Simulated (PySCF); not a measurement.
Molecular orbitals of NaLi

PBE0 at R = 2.934 Å; basis Na aug-pcseg-1, Li aug-pcseg-1; no relativity; PySCF 2.14. State: ¹Σ⁺ (singlet), closed shell. Only the outer orbitals are listed, counted within each symmetry.

```csv
orbital,occ.,ε (eV),on Na (%),main shells (%)
3σ,2,-54.97,0,100 Li s
4σ,2,-31.70,100,100 Na p
1π,2,-31.70,100,100 Na p
1π,2,-31.70,100,100 Na p
5σ,2,-3.66,49,"48 Li s, 46 Na s"
6σ,0,-1.33,46,"33 Li s, 31 Na s, 21 Li p"
2π,0,-0.68,40,"60 Li p, 40 Na p"
2π,0,-0.68,40,"60 Li p, 40 Na p"
```

Question: Which are the highest filled and the lowest empty level, where do they sit, and how wide is the gap?

Answer: Highest filled 5σ at -3.66 eV (in %: 48 Li s, 46 Na s); lowest empty 6σ at -1.33 eV (in %: 33 Li s, 31 Na s, 21 Li p); the gap at PBE0 is 2.33 eV.

| Property | Result |
| --- | --- |
| bond order (Mayer) | 1.00 |
| ⟨S²⟩ | 0.000 |
| charge on Na (Mulliken, basis-dependent) | 0.03 |
| charge on Na (Löwdin, basis-dependent) | 0.04 |
| dipole moment (positive dipole means Na(−)Li(+)) | -0.39 D |
| polarisability along the bond | 302.5 bohr³ |
| polarisability across the bond | 187.8 bohr³ |

Closed-shell solutions of metal pairs were not tested for spin polarisation, which can lower them a little.
